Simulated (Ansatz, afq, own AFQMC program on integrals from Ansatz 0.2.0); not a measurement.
AFQMC on a folder of integrals that Ansatz 0.2.0 wrote.

```yaml
crystal:
  periodic: [false, false, false]
  atoms:
    - {symbol: N, position_ang: [0.000000, 0.000000, 0.000000]}
    - {symbol: H, position_ang: [0.000000, 0.000000, 1.038535]}
basis:
  gaussian: {orbitals: cc-pVQZ}
magnetization: {spin_polarized: true, initial_magnetization: 2}
correlation: {method: ccsd_t, electrons: outside_noble_gas, hamiltonian_folder: ham}
```

```sh
$ ansatz run in.yaml --threads 1 --pin off --events-out ev --progress --plain --max-ram 24576MiB --backend cuda --devices 0, --max-vram 18GiB
```

afq runs on the folder ham with

```
--method phaseless --trial hf --walkers 1000 --populations 20 --least-time 40 --time-step 0.005 --steps-per-block 20 --equilibration-blocks 112 --max-blocks 4000 --target-error 0.0007499999999999999 --factor-cut 1e-05 --start spin_pure --seed 2841 --taylor-order 6
```

Times are imaginary, in 1/Eh. The walk had a cap of 93 s. With eight or more populations the least sampling time is a fifth of least-time, and the error comes from their spread.

Log:

```
orbitals 84  electrons 4 2  factors 503 of 503
reference energy -54.98507483 Eh
CCSD correlation -0.16502838 Eh in 10 cycles, weight of the determinant in the CISD state 0.9490
energy of the start -54.985448 Eh
 block  time / (1/Eh)  mean weight  energy / Eh
     1     0.100  1.0010  -55.046475
     2     0.200  1.0010  -55.076039
     3     0.300  1.0011  -55.098390
     4     0.400  1.0014  -55.108510
     5     0.500  1.0010  -55.117188
     7     0.700  0.9999  -55.128370
     9     0.900  1.0001  -55.139079
    15     1.500  1.0003  -55.153853
    29     2.900  1.0001  -55.152947
    43     4.300  0.9996  -55.161616
    57     5.700  0.9999  -55.152879
    71     7.100  0.9997  -55.148022
    85     8.500  0.9999  -55.155689
    99     9.900  0.9997  -55.149575
   113    11.300  1.0001  -55.148614
   127    12.700  1.0016  -55.160101
   141    14.100  0.9996  -55.162337
   148    14.800  0.9993  -55.162344
   155    15.500  0.9990  -55.157936
   169    16.900  1.0002  -55.150917
   183    18.300  1.0002  -55.150747
   197    19.700  1.0000  -55.150703
   211    21.100  1.0000  -55.158058
   225    22.500  0.9995  -55.149575
   239    23.900  0.9995  -55.138866
   253    25.300  0.9997  -55.148039
   267    26.700  0.9998  -55.151964
   281    28.100  1.0011  -55.154189
   295    29.500  0.9996  -55.150378
   309    30.900  0.9997  -55.151082
error from the spread of 20 populations
energy -55.154055 +/- 0.000750 Eh
(rows thinned)
```

The run passed its tests (sampling time, drift between the halves within three errors, error under three times the target), which doesn't prove that it has relaxed. The second half of the sampling lies above the first by 2.6 errors of their difference, so the energy may still be moving and its error bar be too small.

Against this walk (error 20.4 meV) on the same determinant: CCSD(T) 14.2 meV lower (within the noise), CCSDT(Q) 29.7 meV lower (within the noise), a separate phaseless walk with a CISD trial and standard settings 29.1 ± 20.5 meV lower (within the noise). The error is statistical and leaves out the bias of the constraint.

Cautions: constraint bias not in the error.

The walk took 82 s on 2 threads of a server CPU with a shared H100 80 GB, shared host (the card was shared). The log's last line is the phaseless energy.

CCSDT and higher add their correlation energy to the determinant of the CCSD(T) run, since their own runs factorise the integrals more tightly (a shift of under 2 meV). A walk keeps the symmetry of its determinant, which the program's search chose and which needn't be the lowest solution, so a lower state of the same spin and another symmetry isn't excluded.
